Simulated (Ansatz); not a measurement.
System: graphite. Method: PBE-D3(BJ) in Ansatz (plane waves, PAW).

Settings: plane-wave cutoff 520 eV, 24×24×8 k mesh (along the axes of the cell as run), Fermi–Dirac smearing 0.05 eV, scalar-relativistic PAW data made under PBE.

The cell is scaled about its equilibrium volume:

Shape and atoms are relaxed at each volume.

```csv
V (Å³/atom),P (GPa),c (Å),a (Å)
8.513,1.63,6.488,2.462
8.690,0.72,6.614,2.464
8.868,0.00,6.741,2.465
9.045,-0.54,6.869,2.466
9.222,-0.97,6.999,2.467
```

Note: the bulk modulus comes from volumes at which shape and atoms were relaxed.

Ansatz is a program for electronic structure.
